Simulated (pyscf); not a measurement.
Thermochemistry of product channels of H₃C–F (SMILES CF) + F• (SMILES [F]) on the doublet surface, in kcal/mol, from ωB97M-D3(BJ)/def2-TZVP energies (ideal gas, 1 atm, RRHO with modes under 100 cm⁻¹ raised to 100, one conformer, R ln 2 for rigid chiral ones). Single points on ωB97X-D3(BJ)/def2-SVP structures (PySCF, gas phase).

```
products                                         ΔE  ΔH(298 K)  ΔG(600 K)  ΔG(900 K)
--------------------------------------------  -----  ---------  ---------  ---------
F–CH₂–F (SMILES FCF) + H• (SMILES [H])            …      -18.3      -16.7      -16.2
CH₃• (SMILES [CH3]) + F–F (SMILES FF)         +77.2      +73.2      +69.6      +67.4
F–CH•–F (SMILES F[CH]F) + H₂ (SMILES [H][H])  -15.2      -20.8      -22.9          …
•H₂C–F (SMILES [CH2]F) + HF (SMILES F)        -29.6      -32.2      -37.6      -40.6
```

**Question.** Complete the blanks.

**Answer.** 
- F–CH₂–F (SMILES FCF) + H• (SMILES [H]), ΔE: -14.5
- F–CH•–F (SMILES F[CH]F) + H₂ (SMILES [H][H]), ΔG(900 K): -24.6

These are energies of the channels, which say nothing of barriers. Left out: orbital degeneracy and the spin-orbit lowering of F.
